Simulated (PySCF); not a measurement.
Compound: C₅H₉N.
SMILES with atom numbers: `[C-:1]#[N+:2][C:3]([CH3:4])([CH3:5])[CH3:6]` (hydrogens: H7, H8, H9 on C4; H10, H11, H12 on C5; H13, H14, H15 on C6)

Geometry (PBE0-D3(BJ)/def2-SVP, Å), atoms numbered from 1 in this order:
```
atom  x, y, z in Å
C1     0.1353   -2.4778    1.2781
N2     0.0783   -1.4361    0.7423
C3     0.0089   -0.1652    0.0858
C4    -0.6574    0.8288    1.0395
C5     1.4348    0.2767   -0.2500
C6    -0.8199   -0.3301   -1.1899
H7    -0.7228    1.8178    0.5628
H8    -1.6729    0.4965    1.2986
H9    -0.0766    0.9247    1.9681
H10    1.4139    1.2527   -0.7564
H11    2.0385    0.3688    0.6643
H12    1.9204   -0.4527   -0.9141
H13   -0.8905    0.6341   -1.7143
H14   -0.3536   -1.0628   -1.8640
H15   -1.8361   -0.6751   -0.9514
```

Level of theory: core-valence-separated Tamm–Dancoff BHandHLYP/aug-pcX-1 (pcseg-1 on H) in PySCF, non-relativistic, gas phase, PBE0-D3(BJ)/def2-SVP geometry.

Computed nitrogen K-edge spectrum, Gaussian lines of 0.3 eV full width, highest printed point 100; it ends one width below the last computed root. Absolute energies from this functional tend to lie a few eV below measured edges; no shift was applied.

photon energy (eV), absorption and a bar:
```
    398.3          4 #
    398.4         21 ######
    398.5         63 ###################
    398.6        100 ##############################
    398.7         86 ##########################
    398.8         40 ############
    398.9         10 ###
    399.0          1 
    399.1          0 
    399.2          0 
    399.3          0 
    399.4          0 
    399.5          0 
    399.6          0 
    399.7          0 
    399.8          0 
    399.9          0 
    400.0          0 
    400.1          0 
    400.2          0 
    400.3          0 
    400.4          0 
    400.5          0 
    400.6          0 
    400.7          0 
    400.8          0 
    400.9          0 
    401.0          0 
    401.1          0 
    401.2          0 
    401.3          0 
    401.4          0 
    401.5          1 
    401.6          2 #
    401.7          4 #
    401.8          4 #
    401.9          2 #
    402.0          1 
    402.1          3 #
    402.2          5 #
    402.3          5 #
    402.4          3 #
    402.5          1 
    402.6          0 
    402.7          0 
    402.8          0 
    402.9          0 
    403.0          0
```

Task: Assign the maxima to core holes.

Result: 3 maxima:
- 398.6 eV: N2 (isocyanide nitrogen), 398.63 eV, f = 0.096, sum of 2, 1s→π*, 100 % of the height at the exact maximum
- 401.7 eV: N2 (isocyanide nitrogen), 401.74 eV, f = 0.004, 100 % of the height at the exact maximum
- 402.3 eV: N2 (isocyanide nitrogen), 402.25 eV, f = 0.005, 98 % of the height at the exact maximum

Roots within 0.03 eV on the same or equivalent atoms count as one line; shares under 12 % aren't listed.

Vibrational structure and lifetime widths aren't in the curve. The ionisation threshold wasn't computed; near and above it a finite basis only mimics Rydberg series and continuum.

Cost: about 27 s of CPU time on one thread; the machine was shared, so the figure is rough.
